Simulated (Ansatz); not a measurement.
Species: HO, SMILES `[OH]` (charge 0, multiplicity 2).

Task: Give a relaxed geometry from Ansatz (a program for electronic structure) with PBE-D3(BJ)/def2-SVP.

Result: the end point of this relaxation (outside a Z-matrix the atoms follow the SMILES, hydrogens last).
Cartesian coordinates (Å) in one orientation:
```xyz
2

O      0.495     0.000     0.000
H     -0.495     0.000     0.000
```
